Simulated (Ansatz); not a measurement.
Molecule: C3H3, net charge -1, singlet state. It need not be the lowest isomer of its formula. Whether it binds its extra electron was not tested at this geometry. 
Structure (B3LYP-D3(BJ)/def2-TZVP (Ansatz, a first-principles code) minimum search):
```
C
C 1 1.2749
C 1 1.3492 2 173.99
H 3 1.0868 1 121.80 2 89.46
H 3 1.0868 4 116.38 1 178.98
H 2 1.0916 1 121.08 3 -180.00
```
Charge -1, spin multiplicity 1.

Basis-set convergence of Hartree-Fock and CCSD(T) correlation energies (hartree) with Ansatz. Valence correlation only, unless marked. No spin-orbit coupling. No relativistic terms. This anion needs diffuse functions, which these sets lack.

```csv
basis,functions,E(HF),"E(corr, CCSD(T))"
cc-pVDZ,-,-115.22559,-0.44489
cc-pVTZ,132,…,…
```

**Question.** Some entries are withheld; supply them.

**Answer.** 
- cc-pVTZ, E(HF): -115.26441
- cc-pVTZ, E(corr, CCSD(T)): -0.53554
